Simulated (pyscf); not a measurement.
A first-order saddle from PySCF, ωB97X-D3(BJ)/def2-SVP:

```xyz
5

F     -0.5236     0.5855     0.6203
C      0.3957     0.7267    -0.3176
F      1.5488     0.2792     0.1457
H      0.0897     0.3646    -1.4201
H     -0.0013    -0.5920    -1.1973
```
Charge 0, spin multiplicity 1.

Surface: singlet, charge 0. Lowest wavenumbers (cm⁻¹): 1456i, 589, 757, 781, 1164.

Question: Which two sides does it connect, and which bonds change?

Answer: `[F][C][F]` [singlet] + `[H][H]` ⇌ `[F][CH2][F]`, an insertion read from left to right: H–H broken and C–H, C–H formed. At ωB97M-D3(BJ)/def2-TZVP it lies +1.38 eV from the left side and +4.28 eV from the right (each side as separated species at their lowest minima found). This is the saddle that the search found; another between the same sides may lie lower.
